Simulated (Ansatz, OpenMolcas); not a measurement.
**Heat of formation of C2H6B (SMILES [CH2]BC) from total energies**

The species is C2H6B (9 atoms), meant as a doublet with charge 0. As SMILES, `[CH2]BC`. The coordinates come from a PBE0-D4/def2-TZVP relaxation. This is one conformer, not always the lowest.

Total energies at UTPSS/6-311+G** (OpenMolcas 26.06); the atoms run unrestricted:

| species | state | energy (Eh) |
| --- | --- | --- |
| C2H6B | doublet | -104.666497 |
| C | triplet | -37.862457 |
| B | doublet | -24.666225 |
| H | doublet | -0.499868 |

Harmonic wavenumbers at UPBE0-D4/def2-TZVP, in cm⁻¹: 73, 150, 328, 624, 739, 762, 800, 928, 1040, 1071, 1252, 1326, 1448, 1449, 1464, 2576, 3023, 3077, 3121, 3125, 3212.

Measured heats of formation of the gaseous atoms at 298.15 K, in kJ/mol: C 716.9, B 570.3, H 218.0. Take 1 Eh = 2625.50 kJ/mol, 1 cm⁻¹ = 0.0119627 kJ/mol, RT = 2.479 kJ/mol.

Q: Work out the heat of formation of the gas at 298 K.

A: 
1. Electronic atomisation energy: 2 × (-37.862457) + (-24.666225) + 6 × (-0.499868) − (-104.666497) = 1.276150 Eh = 3350.5 kJ/mol.
2. Zero-point energy: half the sum of the wavenumbers, 15794 cm⁻¹ = 188.9 kJ/mol.
3. Thermal vibrational enthalpy, Σ hcν̃/(exp(hcν̃/kT) − 1): 6.3 kJ/mol. Translation, rotation and pV of a non-linear molecule: 4 RT = 9.9 kJ/mol.
4. The 9 free atoms carry 5/2 RT each: 55.8 kJ/mol.
5. Atomisation enthalpy at 298 K: 3350.5 − 188.9 − 6.3 − 9.9 + 55.8 = 3201.2 kJ/mol.
6. Sum of the atoms' heats of formation: 3312.1 kJ/mol. Heat of formation: 3312.1 − 3201.2 = +110.9 kJ/mol.

No measured value is set beside it here. Anharmonicity and any spin-orbit splitting of the molecule are left out.
